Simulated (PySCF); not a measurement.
Consider ethylenediamine, `NCCN` (C2H8N2). Numbering: `[NH2:1][CH2:2][CH2:3][NH2:4]`

Level of theory: PBE0-D3(BJ)/def2-TZVP single points in PySCF, grid level 2; every species was optimised with PBE0-D3(BJ)/def2-SVP. Thermal corrections: GFN2-xTB frequencies, unscaled, ideal gas at 298.15 K and 1 bar, quasi-RRHO entropy. These were taken at the GFN2-xTB minima.

(1) Rank these bonds by dissociation enthalpy, weakest first.
A. N1–C2
B. C2–C3
C. N1–H

Not ranked, since the method can't order them against a listed neighbour: C2–H (361 kJ/mol).

(2) For N1–C2, what are ΔE (electronic) and ΔG(298 K) of the homolysis?

Answers

(1) B (297 kJ/mol), A (351 kJ/mol), C (401 kJ/mol).

(2) ΔE = 381 and ΔG = 296 kJ/mol, beside ΔH = 351 kJ/mol. The radicals are NH2• and `[CH2]CN`.

Note: the order of N1–C2 and C2–H is undecided: the gaps lie inside the method's error (some 10 kJ/mol, one structure a species).
